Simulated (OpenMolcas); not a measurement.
**UMN15-L/STO-3G run of SiH (SMILES [SiH])**

Aim: the energy change on altering one bond length of SiH at UMN15-L/STO-3G, from 2 runs. 

Program for the calculation: OpenMolcas 26.06.

## 1. Starting point

SiH: 2 atoms, total charge 0, spin state doublet. SMILES: `[SiH]`. Geometry: relaxed at PBE0-D4/def2-TZVP.

Bond lengths: Si1–H2 1.532 Å.

## 2. Energy and gradient at UMN15-L/STO-3G

Input file job.inp:

```
* HSi Kohn-Sham DFT

&GATEWAY
  BasLib
  $CurrDir
  Coord
  2
  angstrom
  Si       0.000000       0.000000      -0.007580
  H        0.000000       0.000000       1.524140
  Basis
  STO-3G
  Group
  NoSym

&SEWARD

&SCF
  UHF
  Spin
  2
  KSDFT
  2
  1.0 MGGA_X_MN15_L
  1.0 MGGA_C_MN15_L
  PrOrbitals
  1 1

&ALASKA
```

The basis set STO-3G is read from a file made from the Basis Set Exchange's data (not shown).

Started as:

```console
$ export MOLCAS_MEM=1860
$ pymolcas job.inp > job.log
```

The program printed:

```text
--- Start Module: gateway ---
[...]
--- Stop Module: gateway /rc=_RC_ALL_IS_WELL_ ---
[...]
      Basis functions           10
[...]
--- Start Module: scf ---
[...]
       Convergence after  13 Iterations
[...]
::    Total KS-DFT energy                            -285.7885958440
[...]
      Total spin, S                                     0.5010638570
[...]
      Total electronic charge=   15.000000
      Total            charge=   -0.000000
[...]
      Dipole Moment (debye):
      Origin of the operator (angstrom)=    0.0000    0.0000    0.0457
                   X= -3.0006E-16               Y=  1.2446E-15               Z= -2.0509E-01           Total=  2.0509E-01
      Quadrupole Moment (debye*angstrom):
[...]
--- Stop Module: scf /rc=_RC_ALL_IS_WELL_ ---
[...]
--- Start Module: alaska ---
[...]
 *              Molecular gradients               *
 **************************************************
  Irreducible representation: a
 ------------------------------------------------------------------------------------------
                              X                       Y                       Z
 ------------------------------------------------------------------------------------------
  SI1               2.29623114160497E-17    1.02265584314657E-17    6.68671434199091E-02
  H2               -1.92760240295990E-17   -1.02265584314657E-17   -6.68671434199100E-02
 ------------------------------------------------------------------------------------------
--- Stop Module: alaska /rc=_RC_ALL_IS_WELL_ ---
[...]
```

It took 2.4 s on 1 thread of Arm Neoverse V2, shared host; peak memory 0.37 GiB.

## 3. The distorted shape, same level

Input file job.input:

```
&gateway
baslib
$CurrDir
coord
2
angstrom
Si       0.000000       0.000000      -0.160760
H        0.000000       0.000000       1.524140
basis
STO-3G
group
NoSym
&seward
&scf
uhf
spin
2
ksdft
2
1.0 MGGA_X_MN15_L
1.0 MGGA_C_MN15_L
prorbitals
1 1
&alaska
```

The basis set STO-3G is read from a file made from the Basis Set Exchange's data (not shown).

Started as:

```console
$ export MOLCAS_MEM=1860
$ pymolcas job.input > job.log
```

The program printed:

```text
--- Start Module: gateway ---
[...]
--- Stop Module: gateway /rc=_RC_ALL_IS_WELL_ ---
[...]
      Basis functions           10
[...]
--- Start Module: scf ---
[...]
       Convergence after  19 Iterations
[...]
::    Total KS-DFT energy                            -285.7775886826
[...]
      Total spin, S                                     0.5015688141
[...]
      Total electronic charge=   15.000000
      Total            charge=   -0.000000
[...]
      Dipole Moment (debye):
      Origin of the operator (angstrom)=    0.0000    0.0000   -0.1022
                   X=  3.3330E-14               Y= -2.8753E-13               Z= -6.0038E-01           Total=  6.0038E-01
      Quadrupole Moment (debye*angstrom):
[...]
--- Stop Module: scf /rc=_RC_ALL_IS_WELL_ ---
[...]
--- Start Module: alaska ---
[...]
 *              Molecular gradients               *
 **************************************************
  Irreducible representation: a
 ------------------------------------------------------------------------------------------
                              X                       Y                       Z
 ------------------------------------------------------------------------------------------
  SI1              -6.86649065757594E-16   -1.96407838185331E-15    4.13222275044989E-03
  H2                6.88600629668069E-16    1.95713779388351E-15   -4.13222275044900E-03
 ------------------------------------------------------------------------------------------
--- Stop Module: alaska /rc=_RC_ALL_IS_WELL_ ---
[...]
```

It took 2.8 s on 1 thread of Arm Neoverse V2, shared host; peak memory 0.37 GiB.

## 4. Outcome

Level: UMN15-L/STO-3G.

```
                                                          quantity          value
                                         first shape: total energy  -285.78860 Eh
                                        first shape: dipole moment         0.21 D
                   first shape: HOMO energy (highest over α and β)        0.28 eV
                    first shape: LUMO energy (lowest over α and β)        1.36 eV
                                                 first shape: ⟨S²⟩          0.752
                                     distorted shape: total energy  -285.77759 Eh
                                    distorted shape: dipole moment         0.60 D
               distorted shape: HOMO energy (highest over α and β)        0.18 eV
                distorted shape: LUMO energy (lowest over α and β)        1.27 eV
                                             distorted shape: ⟨S²⟩          0.753
energy change with the Si1–H2 bond stretched from 1.532 to 1.685 Å       0.300 eV
```

What this shows: This program's gradients are faulty for this kind of reference, so any forces in the log (distorted shape) can't be trusted; the energy can. This program's gradients are faulty for this kind of reference, so any forces in the log (first shape) can't be trusted; the energy can. With the Si1–H2 bond stretched from 1.532 to 1.685 Å the energy rises by 0.30 eV (6.9 kcal/mol). The first shape isn't relaxed at this level, so the change isn't measured from a minimum. The minimal basis adds a large error of its own.
